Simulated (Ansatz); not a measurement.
Consider HfS$_{2}$ in the CdI2 type structure (space group P-3m1, No. 164; a = 3.547 Å, c = 5.577 Å; layered, stacked along the Cartesian z axis).

Level of theory: PBEsol-D3(BJ) (Ansatz, a first-principles code), scalar-relativistic without spin-orbit coupling.

```tsv
level	band gap	lattice parameter a	lattice parameter c
PBEsol-D3(BJ)	0.45 eV	3.547 Å	5.577 Å
```

Measured: band gap 1.8 eV (temperature not stated; as listed in Miłosz Rybak et al., Nanomaterials (2022)); lattice parameter a 3.635 Å (temperature not stated; as listed in Torbjörn Björkman, The Journal of Chemical Physics (2014)); lattice parameter c 5.83 Å (temperature not stated; corrected from measurement; as listed in Torbjörn Björkman, The Journal of Chemical Physics (2014)).

Computed minus measured — band gap: PBEsol-D3(BJ) -1.35 eV; lattice parameter a: PBEsol-D3(BJ) -2.4 %; lattice parameter c: PBEsol-D3(BJ) -4.3 %. Measured values not marked as corrected hold thermal and zero-point effects that the static-lattice runs lack. A measured gap can be an optical one, lowered by exciton binding. Levels without spin-orbit coupling miss its effect on the gap.

Spin-orbit coupling, missing from the scalar runs, can matter with Hf. Whether these cells are dynamically stable was not tested.
